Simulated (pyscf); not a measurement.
Optimised with ωB97X-D3(BJ)/def2-SVP in PySCF.

**Question.** Estimate by transition-state theory (the high-pressure limit) the rate constant of •HC=CH–CH₂–CH₃ (SMILES [CH]=CCC) -> HC≡CH (SMILES C#C) + •H₂C–CH₃ (SMILES [CH2]C) (doublet surface; C–C broken, none formed) at 900 K, with ωB97M-D3(BJ)/def2-TZVP energies (ideal gas, 1 atm, RRHO with modes under 100 cm⁻¹ raised to 100, one conformer, R ln 2 for rigid chiral ones; no tunnelling).

**Answer.** The electronic barrier is 36.4 kcal/mol and the thermal terms add -7.8, so ΔG‡ = 28.6 kcal/mol. With k_BT/h = 1.88e+13 s⁻¹ and RT = 1.788 kcal/mol, k = 2.2e+06 s⁻¹, a half-life of 3.2e-07 s through this channel alone. Wigner's tunnelling factor for 542i cm⁻¹ would be 1.03. A shift of 1 kcal/mol in the barrier changes k by a factor 1.7. •HC=CH–CH₂–CH₃ lies 27.8 kcal/mol over its isomer •H₂C–CH=CH–CH₃, and others may lie lower still (electronic energy, ωB97M-D3(BJ)). This is the saddle that the search found; another between the same sides may lie lower.
